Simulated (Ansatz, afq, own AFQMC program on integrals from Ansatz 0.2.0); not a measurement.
**Ga2SiH, doublet in cc-pVDZ along one coordinate**

```xyz
4

Ga    0.0000   -0.5215    2.5172
Si    0.0000   -0.2414    0.0000
Ga    0.0000   -0.5215   -2.5172
H     0.0000    1.2844    0.0001
```

The Ga1–Si2 distance is changed with both sides rigid. Energies in kJ/mol count from this geometry (2.533 Å) at the same level; the start stands on UHF, each point on the determinant named.

Basis cc-pVDZ. Noble-gas cores (and the filled d shells of Ga–Kr and In–Xe) are frozen. AFQMC by an in-house program on the Cholesky factors that Ansatz 0.2.0 writes for its CCSD(T) run. ph-AFQMC/CISD is guided by a CISD state made of CCSD amplitudes; releasing the constraint for a short imaginary time cuts its bias at the price of noise, slowly where states lie close. Uncertainties: one standard error, sampling alone. No spin–orbit coupling.

Cautions, each for one point or more: higher spins were not checked; inner d shell frozen; no relativity below Rb; no spin-orbit coupling; strong correlation; unrestricted determinant slightly spin contaminated; unrestricted determinant spin contaminated; walk and cluster series may follow different spin states.

| r(Ga1–Si2) / Å | det. | T1 | weight | ⟨S²⟩ | B2PLYP | PBE | CCSD(T) |
| --- | --- | --- | --- | --- | --- | --- | --- |
| 2.031 | UHF | 0.059 | 0.76 | 1.00 | 106.1 | 90.1 | 119.6 |
| 3.042 | UHF | 0.051 | 0.77 | 0.94 | 35.6 | 33.4 | 36.0 |
| 5.544 | UHF¶ | 0.035 | 0.81 | 1.84 | 180.1§ | 188.4§ | 168.4 |
| 8.555 | UHF¶ | 0.035 | 0.81 | 1.84 | 182.2§ | 198.3§ | 169.8 |

Task: Estimate the curve of phaseless AFQMC with a CISD trial, counted from the same start.

Result: 
```json
{"r(Ga1–Si2) / Å": "2.031", "det.": "UHF", "T1": "0.059", "weight": "0.76", "⟨S²⟩": "1.00", "ph-AFQMC/CISD": "120.8 ± 2.9", "released AFQMC": "119.3 ± 3.1*", "CCSDT(Q)": "115.7"}
{"r(Ga1–Si2) / Å": "3.042", "det.": "UHF", "T1": "0.051", "weight": "0.77", "⟨S²⟩": "0.94", "ph-AFQMC/CISD": "38.3 ± 2.7", "released AFQMC": "34.7 ± 3.2*", "CCSDT(Q)": "34.3"}
{"r(Ga1–Si2) / Å": "5.544", "det.": "UHF¶", "T1": "0.035", "weight": "0.81", "⟨S²⟩": "1.84", "ph-AFQMC/CISD": "174.2 ± 2.4", "released AFQMC": "168.3 ± 3.0*", "CCSDT(Q)": "168.9"}
{"r(Ga1–Si2) / Å": "8.555", "det.": "UHF¶", "T1": "0.035", "weight": "0.81", "⟨S²⟩": "1.84", "ph-AFQMC/CISD": "173.5 ± 2.4", "released AFQMC": "170.5 ± 2.6*", "CCSDT(Q)": "170.3"}
```

Weight is that of the determinant in the CISD state; at the start T1 is 0.034 and the weight 0.80, and ⟨S²⟩ is 0.80. ¶ marks points with a poor determinant and no full CI, where no value is sure; they don't count among the departures. An asterisk marks released energies that aren't shown to be converged. Symmetry can't show for every point that it stays on the start's state. § marks a functional whose ⟨S²⟩ is too high by over 0.1. Largest departures from phaseless AFQMC with a CISD trial: CCSD(T) -2.3 kJ/mol at 3.042 (on UHF) (within the noise), CCSDT(Q) -5.1 kJ/mol at 2.031 (on UHF) (within the noise). The walk's constraint bias lies outside its error bars, so these are departures and not errors. The functionals aren't scored here. In this small basis the wave-function levels are far from their limit, so their gap to the functionals isn't the functionals' error.

CCSDT and higher add their correlation energy to the determinant of the CCSD(T) run, since their own runs factorise the integrals more tightly (a shift of under 2 meV).
